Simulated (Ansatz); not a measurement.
in.yaml

```yaml
crystal:
  periodic: [false, false, false]
  atoms:
    - {symbol: Al, position_ang: [0.000000, 0.000000, 1.177341]}
    - {symbol: S, position_ang: [0.000000, 0.000000, -1.022903]}
    - {symbol: H, position_ang: [0.000000, 1.636908, 0.512382]}
    - {symbol: H, position_ang: [0.000000, -1.636908, 0.512382]}
basis:
  gaussian: {orbitals: 6-31G}
total_charge: 1
magnetization: {spin_polarized: false, initial_magnetization: 4}
correlation: {method: ccsdt_q, electrons: outside_noble_gas}
```

```sh
$ ansatz run in.yaml --threads 1 --pin off --events-out ev --progress --plain --max-ram 2816MiB --backend cpu
```

The program prints:

```
631 factors; integrals over basis functions are off by at most 1.5e-7 eV
mean field evaluation 1: about -17416.0456 eV, gradient 7.0e0 eV
mean field evaluation 2: about -17416.0542 eV, gradient 7.0e0 eV
mean field evaluation 4: about -17416.5430 eV, gradient 1.5e0 eV
mean field evaluation 8: about -17416.5760 eV, gradient 7.3e-3 eV
mean field evaluation 16: about -17416.5320 eV, gradient 1.5e0 eV
mean field evaluation 32: about -17416.5737 eV, gradient 3.8e-1 eV
mean field evaluation 64: about -17415.4494 eV, gradient 8.5e-4 eV
mean field evaluation 96: about -17413.3550 eV, gradient 2.8e-3 eV
mean field evaluation 128: about -17414.3794 eV, gradient 7.0e-3 eV
mean field evaluation 160: about -17414.7701 eV, gradient 8.7e-1 eV
mean field evaluation 192: about -17413.1916 eV, gradient 5.2e0 eV
mean field -17416.57600685 eV, -640.0473628725 hartree, gradient 1.2e-6 eV, S^2 6.000000; 9 other end points of the search recorded, 0 dependent functions left out
mean field evaluation 224: about -17416.9440 eV, gradient 5.1e-1 eV
determinant -17416.57600685 eV, -640.0473628725 hartree, with singles and doubles -17419.02450857 eV, -640.1373436512 hartree
determinant -17415.44936093 eV, -640.0059593986 hartree, with singles and doubles -17417.58695888 eV, -640.0845146743 hartree
determinant -17414.78125310 eV, -639.9814068888 hartree, with singles and doubles -17417.28068815 eV, -640.0732594325 hartree
determinant -17414.37941021 eV, -639.9666394347 hartree, with singles and doubles -17416.57411865 eV, -640.0472934825 hartree
determinant -17413.35497008 eV, -639.9289919545 hartree, with singles and doubles -17415.78048674 eV, -640.0181280476 hartree
10 core orbitals not correlated: weight in the atoms' cores, before any rotation towards them, 1.000 or more for the frozen orbitals, at most 0.000 for the correlated occupied ones
reference -17416.57600685 eV, -640.0473628725 hartree; 7, 3 occupied and 13, 17 virtual orbitals, 631 factors
second order -1.65186537 eV of doubles, -0.22336557 eV of singles
cycle   1  -2.22738833 eV  change   -3.5e-1 eV  update   7.2e-2
cycle   2  -2.45722796 eV  change   -2.3e-1 eV  update   3.5e-2
cycle   3  -2.51751375 eV  change   -6.0e-2 eV  update   1.6e-2
cycle   4  -2.52456325 eV  change   -7.0e-3 eV  update   6.6e-3
cycle   5  -2.52605215 eV  change   -1.5e-3 eV  update   2.1e-3
cycle   6  -2.52642624 eV  change   -3.7e-4 eV  update   1.0e-3
cycle   7  -2.52640203 eV  change    2.4e-5 eV  update   4.9e-4
cycle   8  -2.52654381 eV  change   -1.4e-4 eV  update   2.5e-4
cycle   9  -2.52652121 eV  change    2.3e-5 eV  update   1.3e-4
cycle  10  -2.52646594 eV  change    5.5e-5 eV  update   6.0e-5
cycle  11  -2.52648747 eV  change   -2.2e-5 eV  update   2.8e-5
cycle  12  -2.52648817 eV  change   -7.0e-7 eV  update   1.3e-5
cycle  13  -2.52649111 eV  change   -2.9e-6 eV  update   6.6e-6
cycle  14  -2.52648659 eV  change    4.5e-6 eV  update   3.0e-6
cycle  15  -2.52648549 eV  change    1.1e-6 eV  update   1.1e-6
perturbative correction -0.00162505 eV, -0.0000597194 hartree
Total energy: -17419.10411739 eV, -640.1402692212 hartree
```

For the same geometry and basis full CI lies 0.4 meV lower.

Ran on 1 thread of AMD EPYC 7R13, shared host: 4.6 s wall, 0.2 GiB peak host memory.
